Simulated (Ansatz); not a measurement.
# ClF, singlet: reading a ladder of total energies

Geometry: MP2(full)/6-31G*, from the G2/97 set.

```xyz
2

F     0.0000    0.0000    0.0000
Cl    0.0000    0.0000    1.6591
```

Basis cc-pV(T+d)Z; Ansatz 0.2.0. Correlated methods freeze the noble-gas cores, which leaves 14 electrons in 63 orbitals. R marks a restricted (for open shells ROHF) determinant.

Full CI isn't at hand for all of this; RCCSDT(Q) serves as the reference, and is uncertain by about the last step of the cluster series.

Runs differ by some tens of microhartree through their thresholds, so steps under 0.03 kcal/mol mean nothing.

```json
{"level": "RHF", "total energy (hartree)": "-558.900478"}
{"level": "RMP2", "total energy (hartree)": "-559.347741"}
{"level": "RCCSD", "total energy (hartree)": "-559.365814"}
{"level": "RCCSD(T)", "total energy (hartree)": "-559.382869"}
{"level": "RCCSDT", "total energy (hartree)": "-559.383401"}
{"level": "RCCSDT(Q)", "total energy (hartree)": "-559.384443"}
```

Q: What is the correlation energy at RCCSDT(Q), and what share of it do RMP2 and RCCSDT recover?

A: E(corr) = -559.384443 − (-558.900478) = -0.483965 hartree = -13.169 eV. RMP2: -0.447263 / -0.483965 = 92.42 %. RCCSDT: -0.482923 / -0.483965 = 99.78 %.

Q: By how many kcal/mol does RCCSD(T) miss RCCSDT(Q) (1 hartree = 627.509 kcal/mol), and which steps make up the rest?

A: -559.382869 − (-559.384443) = 0.001574 hartree = 0.99 kcal/mol. Steps: RCCSDT − RCCSD(T) = -0.33, RCCSDT(Q) − RCCSDT = -0.65 kcal/mol. Differences between like states or geometries often cancel part of this.
